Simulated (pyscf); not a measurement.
Insertion: `[C]=[C]=[SiH2]` [singlet] + `[H][H]` → `[CH2]=[C]=[SiH2]`

Gas phase, singlet surface, charge 0. Bonds broken: H6–H7. Bonds formed: C5–H6, C5–H7. PySCF, gas phase, ωB97X-D3(BJ)/def2-SVP geometries.

Transition state (Å):

```xyz
7

Si     3.1594     0.0936    -0.3429
H      3.7347     1.1950    -1.1454
H      4.1234    -0.8980     0.1820
C      1.5079     0.0158     0.0184
C      0.2308    -0.2159     0.0300
H     -0.6284     0.1805     0.9068
H     -0.0575     0.6196     1.4290
```

One imaginary mode, 1076i cm⁻¹; descent along it reached the two sides named.

```json
[
 {"bond": "H6–H7", "change": "breaks", "reactant side (Å)": "0.761", "saddle": "0.890", "product side": "1.868"},
 {"bond": "C5–H6", "change": "forms", "reactant side (Å)": "2.8", "saddle": "1.290", "product side": "1.099"},
 {"bond": "C5–H7", "change": "forms", "reactant side (Å)": "3.6", "saddle": "1.655", "product side": "1.099"}
]
```

Electronic energies relative to the separated reactants (kJ/mol):

```tsv
level	barrier	reaction energy	reverse barrier
ωB97X-D3(BJ)/def2-TZVP	94.6	-290.5	385.1
PBE/def2-TZVP	40.6	-303.0	343.6
r²SCAN/def2-TZVP	53.5	-301.4	354.9
B3LYP-D3(BJ)/def2-TZVP	77.7	-284.6	362.2
PBE0-D3(BJ)/def2-TZVP	57.9	-311.5	369.4
M06-2X/def2-TZVP	91.5	-287.3	378.8
ωB97M-D3(BJ)/def2-TZVP	91.5	-283.3	374.8
HF/def2-TZVP	165.4	-251.4	416.8
```

With ωB97M-D3(BJ)/def2-TZVP energies and thermal terms (ideal gas, 1 atm, RRHO with modes under 100 cm⁻¹ raised to 100, one conformer, R ln 2 for chiral ones without a mode under 150 cm⁻¹), in kJ/mol:

```csv
T (K),ΔH‡,ΔG‡,ΔH,ΔG
298,93.6,129.7,-257.7,-218.5
600,91.1,167.4,-261.5,-176.9
900,90.9,205.7,-262.2,-134.4
1200,91.6,243.9,-261.2,-91.9
```

H₂C=C=SiH₂ lies 91.0 kJ/mol over its isomer HC≡C–SiH₃ (electronic energy, ωB97M-D3(BJ)/def2-TZVP). One saddle was located; it need not be the lowest between these sides.
